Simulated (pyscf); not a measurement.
Optimised with ωB97X-D3(BJ)/def2-SVP in PySCF.

Task: For the elementary gas-phase step `[SeH2]` + `[GeH4]` → `[SeH2]` + `[H][H]` + `[GeH2]` [singlet] (singlet surface; H–Se, Ge–H, Ge–H broken, H–Se, H–H formed), what barrier and reaction energy does ωB97M-D3(BJ)/def2-TZVP give, measured from the separated reactants?

Result: ΔE‡ = 63.1 kcal/mol, ΔE = +43.1 kcal/mol. Zero-point energy shifts the barrier by -1.7 kcal/mol. It is a multi-bond step, with an imaginary mode of 1461i cm⁻¹. On the product side the descent ends in a bound adduct (not fully relaxed), 9.2 kcal/mol under the separated species and 25.6 kcal/mol under the saddle at ωB97X-D3(BJ)/def2-TZVP. The same reactants have a lower exit, to H₃Ge–SeH + H₂ (barrier +53.3 kcal/mol at ωB97M-D3(BJ)/def2-TZVP, against +63.1 kcal/mol here). One saddle was located; it need not be the lowest between these sides. Elements up to Kr have no core potential and no relativistic terms here.
